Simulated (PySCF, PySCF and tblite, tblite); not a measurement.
# (methylthio)acetic acid (C3H6O2S): a path driven as rotation about a bond, and NMR exchange

One table from this session's results is given with a row withheld; the runs are named, their logs left out.

Computed with tblite 0.8.0 (tight binding) and PySCF 2.14.0 (DFT, with response routines of our own); each step states its level. Atoms count from 0 throughout.

### The starting structure

12 atoms, charge 0, multiplicity 1; geometry from: force field or distance geometry start.

Bonds of the start (Å): C0–H6 1.09, C0–H7 1.09, C0–H8 1.09, C0–S1 1.83, C2–C3 1.51, C2–H10 1.09, C2–H9 1.10, C3–O4 1.23, C3–O5 1.36, O5–H11 0.98, S1–C2 1.81.

Set-up of the first run:

What the job is given:

```
{"job": {"xc": "GFN2-xTB", "basis": "xTB", "kind": "relax"}, "charge": 0, "multiplicity": 1}
C      1.982200    -0.131200     0.305500
S      1.121100     1.020700    -0.821700
C     -0.465900     0.158100    -0.954600
C     -1.297600     0.204100     0.301700
O     -0.981800     0.586400     1.428100
O     -2.538000    -0.316500     0.110100
H      1.512300    -0.127000     1.292000
H      3.019700     0.195600     0.421800
H      1.972300    -1.143700    -0.105300
H     -1.045800     0.668700    -1.740000
H     -0.310700    -0.879500    -1.256200
H     -2.966600    -0.236400     0.992500
```

The run is started by

```sh
$ OMP_NUM_THREADS=1 python ens_run.py task.json out
```

One launch serves the whole session.

Steps of the session up to this table: GFN2-xTB relaxation, start minimum; Relaxed scan, rotation; Nudged elastic band, leg 1; Saddle search, leg 1; DFT refinement, start: B3LYP-D3(BJ)/def2-SVP; Shieldings, start: PBE0/pcSseg-1; Shieldings, saddle of leg 1: PBE0/pcSseg-1; Shieldings, end: PBE0/pcSseg-1; Kinetics and line shapes; Shieldings, start: PBE0/def2-SVPD; Single-point energy, saddle of leg 1: PBE0/def2-SVPD; Shieldings, end: PBE0/def2-SVPD; Second level: PBE0/def2-SVPD + D3(BJ); Shieldings, start: PBE0/6-311+G(2d,p); Single-point energy, saddle of leg 1: PBE0/6-311+G(2d,p); Shieldings, end: PBE0/6-311+G(2d,p); Second level: PBE0/6-311+G(2d,p) + D3(BJ).

One of the session's tables, all rows but one given; the rest of the session is left out.

It belongs to the step «Second level: PBE0/6-311+G(2d,p) + D3(BJ)». Barriers by level (kcal/mol; entropies in cal/(mol K)). Zero-point and thermal terms come from xTB in every row. ΔG‡ leaves symmetry out; the rate counts one path; effective ΔG‡, where given, is the barrier that would give that rate by Eyring's equation alone:

```
                      level    ΔE‡  with zero-point    ΔH‡  ΔG‡ (298 K)  ΔE of reaction
                   GFN2-xTB  12.20            11.09  11.00        11.12            4.11
      B3LYP-D3(BJ)/def2-SVP  12.00            10.89  10.80        10.92            1.03
     PBE0/pcSseg-1 + D3(BJ)      ?                ?      ?            ?               ?
PBE0/6-311+G(2d,p) + D3(BJ)  11.20            10.09  10.00        10.12            0.56
```

Q: Estimate the row for PBE0/pcSseg-1 + D3(BJ) from the others.

The run gave: ΔE‡: 11.96; with zero-point: 10.84; ΔH‡: 10.76; ΔG‡ (298 K): 10.88; ΔE of reaction: 1.16. In the column «ΔE‡» it lies between PBE0/6-311+G(2d,p) + D3(BJ) (11.20) and B3LYP-D3(BJ)/def2-SVP (12.00).
